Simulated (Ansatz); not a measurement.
Consider the formal hydrolysis of a C–Cl bond: `FC(Cl)Cl` + H₂O → `OC(F)Cl` + HCl.

Calculated with Ansatz (gas phase, PBE0-D4/def2-TZVP geometries, no zero-point term in ΔE). CBS: MP2 limit from def2 TZ/QZ plus the TZ coupled-cluster correction, frozen cores. This one scheme is used for every species. DFT in def2-TZVPP. Each species was taken in one conformer, which may not be the lowest.

`FC(Cl)Cl`:

Z-matrix (Å, degrees):
```
C
F 1 1.340
Cl 1 1.759 2 109.4
Cl 1 1.759 2 109.4 3 -122.5
H 1 1.088 2 109.7 3 118.7
```

H₂O:

```xyz
3

O     0.015   -0.026   -0.388
H     0.753    0.022    0.223
H    -0.768    0.004    0.165
```

`OC(F)Cl`:

Cartesian coordinates in Å:
```
O 0.367 -0.695 -0.806
C -0.221 -0.088 0.242
F -1.240 0.715 -0.156
Cl 0.920 0.943 1.165
H 0.781 -0.030 -1.369
H -0.606 -0.845 0.923
```

HCl:

Cartesian coordinates in Å:
```
Cl 0.519 0.350 0.129
H -0.519 -0.350 -0.129
```

(1) Is it downhill or uphill in electronic energy at CCSD(T)/CBS, and by how much? (Estimate.)

(2) What do these levels give: LDA (SPW92), BLYP-D4, r2SCANh-D4, r2SCAN0-D4, BHLYP-D4, PBE-QIDH, BLYP, HF/def2-SVP, CCSD/def2-SVP, CCSD/def2-TZVPP, CCSD(T)/def2-TZVPP, MP2/def2-QZVPP? (An estimate is asked.)

Largest T1 diagnostic among the species: 0.011.

Results:

(1) The calculation gave: Downhill: ΔE = -29.7 kJ/mol.

(2) Ansatz gave: LDA (SPW92) -41.5, BLYP-D4 -32.8, r2SCANh-D4 -39.3, r2SCAN0-D4 -40.2, BHLYP-D4 -40.9, PBE-QIDH -37.4, BLYP -36.0, HF/def2-SVP -73.0, CCSD/def2-SVP -61.0, CCSD/def2-TZVPP -39.7, CCSD(T)/def2-TZVPP -37.6, MP2/def2-QZVPP -26.7 kJ/mol.

Leaving LDA and LC-ωPBE aside and taking each functional with its dispersion term where it has one, the values, not all of them listed here, spread over 10.9 kJ/mol, from CAM-B3LYP-D4 to revPBE-D4. LDA lies −7.0 kJ/mol from PBE without D4. In def2-TZVPP, CCSD(T) changes the Hartree–Fock value by +13.5 kJ/mol (the triples alone add +2.1 kJ/mol) and MP2 by +19.5 kJ/mol.
